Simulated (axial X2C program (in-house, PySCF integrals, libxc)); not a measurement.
# SiB: properties at the nuclei

Computed with an in-house all-electron X2C program for linear molecules (integrals from PySCF): two-component X2C with atomic mean-field Coulomb and Gaunt terms, Gaussian nuclei, basis Si dyall-v3z, B dyall-v3z with contracted cores.

R = 1.912 Å (near the PBE0 minimum at charge 0 of the determinant lowest at the starting distance; the state shown can have its own minimum elsewhere).

Determinant lowest in the PBE0 search, Ω = 3/2 (⟨Sz⟩ = 1.50, ⟨Lz⟩ = 0.00 at PBE0), spin on the atoms Si 0.69, B 0.81:

```
level  Eeff magnitude (GV/cm)  Ws magnitude Si (kHz)  Ws magnitude B (kHz)  A∥/gI Si (MHz)  qzz Si (a.u.)  A∥/gI B (MHz)  qzz B (a.u.)  μ (D)
 PBE0                  0.0265                0.00518                0.0019           -48.3          -1.31           63.5         -0.28  -0.50
   HF                  0.0478                 0.0101               0.00237             -29          -1.60             89         -0.33  -0.07
TPSSh                  0.0246                0.00483               0.00183           -18.1          -1.29           69.6         -0.28  -0.43
PBE50                  0.0328                0.00664               0.00202           -46.3          -1.36           66.4         -0.29  -0.37
  PBE                  0.0194                0.00351               0.00176           -47.4          -1.27           60.7         -0.27  -0.64
```

Determinant 0.87 eV from it at PBE0 and this distance, Ω = 1/2 (⟨Sz⟩ = 0.50, ⟨Lz⟩ = 0.00 at PBE0), spin on the atoms Si 0.08, B 0.42:

```json
{"level": "PBE0", "Eeff magnitude (GV/cm)": "0.0102", "Ws magnitude Si (kHz)": "0.00289", "Ws magnitude B (kHz)": "0.00536", "A∥/gI Si (MHz)": "43", "qzz Si (a.u.)": "-1.19", "A∥/gI B (MHz)": "189", "qzz B (a.u.)": "-0.30", "μ (D)": "-0.52"}
{"level": "HF", "Eeff magnitude (GV/cm)": "0.0201", "Ws magnitude Si (kHz)": "0.00933", "Ws magnitude B (kHz)": "0.00672", "A∥/gI Si (MHz)": "244", "qzz Si (a.u.)": "-1.49", "A∥/gI B (MHz)": "230", "qzz B (a.u.)": "-0.33", "μ (D)": "0.07"}
{"level": "TPSSh", "Eeff magnitude (GV/cm)": "0.00556", "Ws magnitude Si (kHz)": "0.000599", "Ws magnitude B (kHz)": "0.00529", "A∥/gI Si (MHz)": "42.3", "qzz Si (a.u.)": "-1.14", "A∥/gI B (MHz)": "197", "qzz B (a.u.)": "-0.30", "μ (D)": "-0.48"}
{"level": "PBE50", "Eeff magnitude (GV/cm)": "0.0156", "Ws magnitude Si (kHz)": "0.00675", "Ws magnitude B (kHz)": "0.00569", "A∥/gI Si (MHz)": "59.8", "qzz Si (a.u.)": "-1.24", "A∥/gI B (MHz)": "191", "qzz B (a.u.)": "-0.31", "μ (D)": "-0.37"}
{"level": "PBE", "Eeff magnitude (GV/cm)": "0.00422", "Ws magnitude Si (kHz)": "0.00144", "Ws magnitude B (kHz)": "0.00501", "A∥/gI Si (MHz)": "44.5", "qzz Si (a.u.)": "-1.16", "A∥/gI B (MHz)": "187", "qzz B (a.u.)": "-0.29", "μ (D)": "-0.67"}
```

Eeff is the effective electric field on the electron electric dipole moment in this Ω state and Ws the scalar–pseudoscalar constant of the nucleus named (defined with the proton number Z and per Ω); A∥ (defined per Ω) follows by multiplying with gI = μI/(I μN); qzz is the electric field gradient, eQq0 = 234.96 MHz × Q/barn × qzz; μ is positive if the B end (last atom) is positive. The operators were transformed with the bare-nucleus X2C matrices; with these basis sets, hyperfine constants and field gradients can be off by tens of per cent, and where levels differ in sign neither size nor sign is settled.

(1) With gI(11B) = 1.7924, Q(11B) = 0.04059 barn (g factors from the IAEA table of nuclear moments by Stone; Q from Pyykkö, Mol. Phys. 2018), turn the PBE0 values of the first state into constants in MHz.

Each state is one determinant with collinear spin, which with several unpaired electrons need not be a pure state. Unrestricted Hartree–Fock can overshoot spin polarisation at the nuclei. This is the top spin component of a Σ state; components of lower Ω are not single determinants and can lie lower. With several open shells hyperfine constants can be off by a factor of several. Where Eeff spreads by more than a factor of two the levels disagree and none is to be relied on. States lie within half an eV, so the first need not be the ground state. The sign of Ws at Si differs between levels in the second state. Further determinants of the search, some of them spin-mixed, are not shown. Where a field gradient or hyperfine factor spreads by more than a factor of two over the levels, a constant derived from it is not to be relied on. PBE0 term energies can be off by some tenths of an eV.

Answers

(1) A∥(11B) = 63.5 × 1.7924 = 114 MHz; eQq0(11B) = 234.96 × (0.04059) × (-0.28) = -2.67 MHz.
